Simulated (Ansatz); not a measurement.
C3H7NO can be A, `C/C=C(\N)O`, or B, `C=C(N)OC`.

Gas-phase electronic energies from Ansatz, PBE0-D4/def2-TZVP geometries. CCSD(T)/CBS adds triple-zeta CCSD(T) − MP2 to the extrapolated MP2 energy (def2 sets, frozen cores). Functionals use def2-TZVPP. One conformer a species, not always the lowest.

(1) Which is lower in electronic energy at CCSD(T)/CBS, and by how much? (An estimate is asked.)

(2) Give E(B) − E(A) in kcal/mol with CCSD(T)/def2-TZVPP, r2SCAN-D4, MP2/def2-TZVPP, ωB97M-V, B2PLYP, PBE-D4, HF/def2-TZVPP. (An estimate is asked.)

Largest T1 diagnostic: 0.012.

Answers

(1) Ansatz gave: A, by 9.3 kcal/mol.

(2) Ansatz gave: CCSD(T)/def2-TZVPP 9.0, r2SCAN-D4 8.3, MP2/def2-TZVPP 9.6, ωB97M-V 8.5, B2PLYP 8.3, PBE-D4 9.4, HF/def2-TZVPP 6.2. None reverses the order clearly.

In def2-TZVPP, CCSD(T) changes the Hartree–Fock value by +2.8 kcal/mol (the triples alone add +0.1 kcal/mol) and MP2 by +3.3 kcal/mol.
